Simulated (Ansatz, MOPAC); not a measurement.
Gas-phase reaction in SMILES: NC1CCC1 + 5 [H][H] (H2) -> 4 C (CH4) + N (NH3)

Wanted: energy of full hydrogenation (enthalpy at 298 K), in kcal/mol. Conventions: dispersion terms only where a functional's name holds one; PM7 with its own dispersion and hydrogen-bond terms; no spin-orbit coupling; non-relativistic. Ab initio and DFT rows: single points at B3LYP-D3(BJ) geometries (Ansatz, a first-principles code), with unscaled harmonic terms from B3LYP/6-31G* at its own minima. Semi-empirical rows: MOPAC heats of formation at their own minima for 298 K.

| species | coefficient | E at B3LYP/STO-3G (Ansatz), Eh | E at B3LYP/def2-TZVPD (Ansatz), Eh | H(298 K) - E, kcal/mol | heat of formation at PM7 (MOPAC), kcal/mol |
|---|---|---|---|---|---|
| NC1CCC1 | -1 | -209.94704 | -212.64784 | 84.60 | 5.23 |
| [H][H] (H2) | -5 | -1.16533 | -1.17969 | 8.44 | -32.01 |
| C (CH4) | +4 | -40.03875 | -40.53767 | 30.76 | -14.40 |
| N (NH3) | +1 | -55.78545 | -56.58780 | 24.05 | -4.26 |

Measured values: Active Thermochemical Tables 1.112 (ions: stationary electron), as tabulated in the package chemicals; CRC Handbook, as tabulated in the package chemicals; they hold spin-orbit and core effects, anharmonicity and other conformers.  Value to compare with, the measured value: -92.0 kcal/mol. 1 Eh = 627.5095 kcal/mol.

Task: Compute it at each level from the table, and compare with the measured value.

Result: 
- B3LYP/STO-3G: the sum of coefficient times E is -0.16676 Eh, or -104.64 kcal/mol; the thermal terms add 20.29. Result: -84.4 kcal/mol. Its error against the measured value is 7.6 kcal/mol.
- B3LYP/def2-TZVPD: the sum of coefficient times E is -0.19219 Eh, or -120.60 kcal/mol; the thermal terms add 20.29. Result: -100.3 kcal/mol. Its error against the measured value is -8.3 kcal/mol.
- PM7: the sum of coefficient times heat of formation is 92.96 kcal/mol; it needs no thermal term. Its error against the measured value is 185.0 kcal/mol.
